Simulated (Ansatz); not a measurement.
C$_{2}$H$_{3}$F$_{3}$ (`FCC(F)F`) at its PBE0-D4/def2-TZVP geometry, where that method's forces vanish. Total charge 0; spin multiplicity 1.

```xyz
8

F     0.8942    0.5772    1.3884
C    -0.2379    0.2979    0.6744
C     0.1090   -0.2920   -0.6685
F     0.8155   -1.4357   -0.5191
F     0.8672    0.5684   -1.3859
H    -0.8039    1.2218    0.5222
H    -0.8466   -0.4201    1.2323
H    -0.7975   -0.5175   -1.2439
```

Q: What forces (eV/Å) does PBE-D4/def2-TZVPP give on these atoms in the Gaussian-basis code of Ansatz? (Estimate.)

A: Computed: 
```
F1   0.583  0.155  0.392
C2  -0.333 -0.043 -0.119
C3  -0.504  0.073  0.138
F4   0.407 -0.727  0.101
F5   0.440  0.552 -0.453
H6  -0.163  0.206 -0.035
H7  -0.172 -0.160  0.123
H8  -0.259 -0.057 -0.147
```
